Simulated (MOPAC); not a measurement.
MOPAC input (MNDO):

```
MNDO 1SCF UHF MS=0.5 GEO-OK AUX(PRECISION=9) THREADS=1
C5H7

C    -0.01039700 1    0.04948473 1    0.04581695 1
C     0.04562202 1    0.74152005 1    1.29268063 1
C    -0.01671205 1   -0.74121037 1    1.32473380 1
C     0.71188699 1    0.03234486 1   -1.25579947 1
C    -0.80282912 1    0.06363022 1   -1.21668527 1
H     0.72740551 1    1.45715498 1    1.72579549 1
H    -0.95012484 1   -1.21444087 1    1.61781362 1
H     0.87066798 1   -1.30201312 1    1.60781105 1
H     1.18804037 1   -0.89298083 1   -1.55656501 1
H     1.23209161 1    0.93132286 1   -1.56122286 1
H    -1.33361655 1   -0.83962603 1   -1.48896764 1
H    -1.29988894 1    0.98596608 1   -1.48914431 1
```

From the last part of the output:

```
                                                       MOPAC v23.2.5 Linux

          FINAL HEAT OF FORMATION =         80.11530 KCAL/MOL =     335.20243 KJ/MOL

          COSMO AREA              =        117.16 SQUARE ANGSTROMS
          COSMO VOLUME            =        103.79 CUBIC ANGSTROMS

          IONIZATION POTENTIAL    =          9.574356 EV
          ALPHA SOMO LUMO (EV)    =         -9.574  2.631
          BETA  SOMO LUMO (EV)    =        -11.044  0.657
          NO. OF ALPHA ELECTRONS  =         14
          NO. OF BETA  ELECTRONS  =         13
          MOLECULAR WEIGHT        =         67.1103         POINT GROUP:  C1

          MOLECULAR DIMENSIONS (Angstroms)

            Atom       Atom       Distance
            H    11    H     6     4.45620
            H    10    H     7     4.40918
            H    12    H     8     3.24147

          SCF CALCULATIONS        =          1

   ATOM   CHEMICAL          X               Y               Z
  NUMBER   SYMBOL      (ANGSTROMS)     (ANGSTROMS)     (ANGSTROMS)

     1       C         -0.01039700  *   0.04948473  *   0.04581695  *
     2       C          0.04562202  *   0.74152005  *   1.29268063  *
     3       C         -0.01671205  *  -0.74121037  *   1.32473380  *
     4       C          0.71188699  *   0.03234486  *  -1.25579947  *
     5       C         -0.80282912  *   0.06363022  *  -1.21668527  *
     6       H          0.72740551  *   1.45715498  *   1.72579549  *
     7       H         -0.95012484  *  -1.21444087  *   1.61781362  *
     8       H          0.87066798  *  -1.30201312  *   1.60781105  *
     9       H          1.18804037  *  -0.89298083  *  -1.55656501  *
    10       H          1.23209161  *   0.93132286  *  -1.56122286  *
    11       H         -1.33361655  *  -0.83962603  *  -1.48896764  *
    12       H         -1.29988894  *   0.98596608  *  -1.48914431  *

                             CARTESIAN COORDINATES

   1    C       -0.010397000     0.049484730     0.045816950
   2    C        0.045622020     0.741520050     1.292680630
   3    C       -0.016712050    -0.741210370     1.324733800
   4    C        0.711886990     0.032344860    -1.255799470
   5    C       -0.802829120     0.063630220    -1.216685270
   6    H        0.727405510     1.457154980     1.725795490
   7    H       -0.950124840    -1.214440870     1.617813620
   8    H        0.870667980    -1.302013120     1.607811050
   9    H        1.188040370    -0.892980830    -1.556565010
  10    H        1.232091610     0.931322860    -1.561222860
  11    H       -1.333616550    -0.839626030    -1.488967640
  12    H       -1.299888940     0.985966080    -1.489144310

           Empirical Formula: C5 H7  =    12 atoms

      MOLECULAR POINT GROUP   :   C1

          ALPHA EIGENVALUES
 -43.66475 -35.38927 -24.28077 -23.53816 -20.17745 -16.38911 -16.17553 -15.24930
 -13.29534 -12.97048 -11.92282 -11.59604 -11.18083  -9.57436   2.63062   2.67211
   4.02941   4.14036   4.46031   4.51229   4.71893   4.84118   4.91609   4.99642
   5.38776   5.41794   5.51995

           BETA EIGENVALUES
 -43.41911 -35.01537 -24.21552 -22.94083 -19.84386 -16.26334 -16.14776 -14.88981
 -13.28226 -12.79507 -11.58989 -11.46075 -11.04444   0.65748   2.83162   2.99276
   4.20493   4.29055   4.45126   4.59810   4.80528   4.93589   5.16617   5.26568
   5.43923   5.57847   5.72143

              NET ATOMIC CHARGES AND DIPOLE CONTRIBUTIONS

  ATOM NO.   TYPE          CHARGE      No. of ELECS.   s-Pop       p-Pop
    1          C          -0.228780        4.2288     1.17889     3.04988
    2          C          -0.085230        4.0852     1.27889     2.80634
    3          C          -0.005629        4.0056     1.20352     2.80211
    4          C          -0.013883        4.0139     1.20558     2.80831
    5          C          -0.003013        4.0030     1.20510     2.79791
    6          H           0.097920        0.9021     0.90208
    7          H           0.044394        0.9556     0.95561
    8          H           0.037576        0.9624     0.96242
    9          H           0.038549        0.9615     0.96145
   10          H           0.039039        0.9610     0.96096
   11          H           0.038550        0.9614     0.96145
   12          H           0.040507        0.9595     0.95949
 DIPOLE           X         Y         Z       TOTAL
 POINT-CHG.     0.205    -0.104    -0.214     0.314
 HYBRID         0.258    -0.089    -0.038     0.275
 SUM            0.463    -0.193    -0.251     0.561

          ATOMIC ORBITAL ELECTRON POPULATIONS

     Atom    s        px        py        pz
    1  C   1.17889   1.10098   1.08880   0.86010
    2  C   1.27889   0.95131   0.91290   0.94213
    3  C   1.20352   0.93940   0.90871   0.95399
    4  C   1.20558   0.91973   0.94001   0.94858
    5  C   1.20510   0.90560   0.94043   0.95189
    6  H   0.90208
    7  H   0.95561
    8  H   0.96242
    9  H   0.96145
   10  H   0.96096
   11  H   0.96145
   12  H   0.95949

                    (SZ)    =    0.500000
                    (S**2)  =    0.762304

          ATOMIC ORBITAL SPIN POPULATIONS

    Atom   Total    s     px     py     pz
         Atomic
    1  C -0.0854 -0.010 -0.034 -0.025 -0.016
    2  C  1.0643  0.101  0.731  0.141  0.091
    3  C -0.0675 -0.007 -0.012 -0.043 -0.005
    4  C  0.0469  0.005  0.000  0.002  0.039
    5  C  0.0406  0.004 -0.000  0.002  0.034
    6  H -0.0283 -0.028
    7  H  0.0162  0.016
    8  H  0.0202  0.020
    9  H -0.0008 -0.001
   10  H -0.0027 -0.003
   11  H -0.0026 -0.003
   12  H -0.0009 -0.001

 **********************
 *                    *
 * JOB ENDED NORMALLY *
 *                    *
 **********************

 == MOPAC DONE ==
```
